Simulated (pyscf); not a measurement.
**Routes from F–CH₂–F + silyl (SiH₃•)**

Candidate steps break at most two bonds and form at most two. Each was searched with GFN2-xTB (tblite) first. PySCF, gas phase, ωB97X-D3(BJ)/def2-SVP geometries. Energies: ωB97M-D3(BJ)/def2-TZVP, eV, from the separated reactants, doublet surface; ΔG‡ with ideal gas, 1 atm, RRHO with modes under 100 cm⁻¹ raised to 100, one conformer, R ln 2 for chiral ones without a mode under 150 cm⁻¹.

| products | type | ΔE‡ | ΔE | ΔG‡ 298 K | ΔG‡ 900 K | ν‡ (cm⁻¹) |
|---|---|---|---|---|---|---|
| F–CH•–F + SiH₄ | hydrogen abstraction | 0.85 | +0.45 | 1.07 | 1.77 | 1263i |
| HF + F–CH•–SiH₃ | concerted two-bond exchange | 1.91 | -0.03 | 2.29 | 3.07 | 843i |

Plain bond fissions and candidates not yet searched are not listed, and one of them may be faster. Each barrier is that of the saddle found; lower ones may exist.
